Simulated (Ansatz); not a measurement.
1T (CdI2-type) PtS₂, treated with rVV10 (Ansatz, an electronic-structure program, plane waves, PAW).

Rigid layers of the crystal as relaxed at this level are moved apart or together:

```
run   k mesh  layer repeat (Å)  energy against free layers (meV/Å²)  gap on the mesh (eV)
---  -------  ----------------  -----------------------------------  --------------------
1    12×12×8              4.74                               -27.41                 0.000
2    12×12×8              4.89                               -29.46                 0.248
3    12×12×8              5.04                               -30.01                 0.478
4    12×12×6              5.24                               -29.21                 0.663
5    12×12×6              5.54                               -26.18                 0.853
6    12×12×6              6.04                               -19.65                 1.155
7    12×12×6              7.04                                -9.59                 1.465
8    12×12×4              9.04                                -2.57                 1.651
```

The lowest energy of these points lies at a layer repeat of 5.04 Å.

Spin–orbit coupling is not included.
